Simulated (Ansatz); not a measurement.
A nudged elastic band was laid between two geometries of CH6AlN + H2 (11 atoms, charge 0, multiplicity 1).

The calculation used Ansatz 0.2.0, RKS B3LYP-D4/def2-SVP.

```yaml
movable_images: 7
climbing_image: yes
spring: 5.0 eV/Å²
optimiser: quadratic models (default)
start_path: through a guess of the saddle point
force_threshold: 0.05 eV/Å
iteration_limit: 60
end_points: relaxed
```

Image 0:

```xyz
11
Properties=species:S:1:pos:R:3
Al 0.109 0.215 0.270
C 0.206 0.257 2.228
H -0.674 -0.219 2.693
H 1.107 -0.245 2.619
H 0.231 1.298 2.597
N 1.603 0.097 -0.690
H 2.543 0.013 -0.314
H 1.643 0.113 -1.705
H -1.240 0.357 -0.551
H -0.690 -2.575 0.228
H -0.710 -2.456 0.980
```

Image 8:

```xyz
11
Properties=species:S:1:pos:R:3
Al -0.050 -0.758 -0.673
C 0.009 -0.189 2.624
H -0.726 0.620 2.736
H 0.453 -0.425 3.601
H 0.805 0.129 1.933
N 1.502 0.079 -0.914
H 2.413 -0.370 -0.940
H 1.608 1.079 -1.065
H -1.372 0.111 -0.702
H -0.021 -2.329 -0.482
H -0.494 -1.090 2.239
```

(1) What changes between the two ends?

(2) Give the energies along the band, and the barrier.

(3) What is the geometry of the highest image?

## Answers

(1) Bonds broken: Al1–C2, H10–H11. Bonds formed: Al1–H10, C2–H11. CH6AlN + H2 becomes AlH4N + CH4.

(2) The run converged. The highest image is number 4 of 0 to 8, 1.36 eV above the first end and 1.74 eV above the last; the last end lies 0.38 eV below the first. The profile has 3 maxima (images 1, 4, 6) with wells between them (images 3, 5): this band takes more than one step, which may be the mechanism or a detour left from its start path. Neighbouring images differ by up to 1.6 eV, so the band resolves the path poorly. A vibrational analysis at the climbing image gives one clearly imaginary mode, 1379i cm⁻¹: a first-order saddle point. The orbitals stay closed-shell, which can raise the energy where a bond breaks towards radicals; this wasn't checked here.

| image | path coordinate (Å) | energy (eV) | Al1–C2 (Å) | H10–H11 (Å) | Al1–H10 (Å) |
| --- | --- | --- | --- | --- | --- |
| 0 | 0.00 | 0.00 | 1.96 | 0.76 | 2.90 |
| 1 | 1.34 | 0.28 | 1.96 | 0.76 | 2.50 |
| 2 | 2.67 | 0.26 | 1.96 | 0.76 | 2.48 |
| 3 | 4.01 | 0.04 | 1.96 | 0.76 | 2.56 |
| 4 | 5.34 | 1.36 | 2.15 | 1.08 | 1.76 |
| 5 | 6.75 | -0.21 | 2.88 | 2.05 | 1.58 |
| 6 | 8.15 | 0.07 | 2.86 | 2.47 | 1.59 |
| 7 | 9.55 | -0.29 | 3.11 | 2.83 | 1.58 |
| 8 | 10.95 | -0.38 | 3.35 | 3.03 | 1.58 |

(3) 
```xyz
11
Properties=species:S:1:pos:R:3:forces:R:3
Al -0.038 -0.453 0.015 -0.01 0.00 0.00
C 0.013 -0.031 2.124 0.00 0.00 0.00
H -0.983 0.104 2.571 0.00 0.00 0.00
H 0.692 -0.462 2.878 0.00 0.00 0.00
H 0.427 0.967 1.883 0.00 0.00 0.00
N 1.505 0.083 -0.706 0.00 0.00 -0.01
H 1.695 0.042 -1.703 0.00 0.00 0.00
H 2.382 0.184 -0.203 0.00 0.00 0.00
H -1.452 -0.151 -0.600 0.00 0.00 0.00
H -0.085 -2.089 0.663 0.00 0.00 0.00
H -0.029 -1.337 1.434 0.01 0.01 0.01
```

Time of the run: 2.6 min on 2 threads of Intel(R) Xeon(R) 6975P-C (Granite Rapids), with other jobs on the host, peak memory 0.19 GiB.
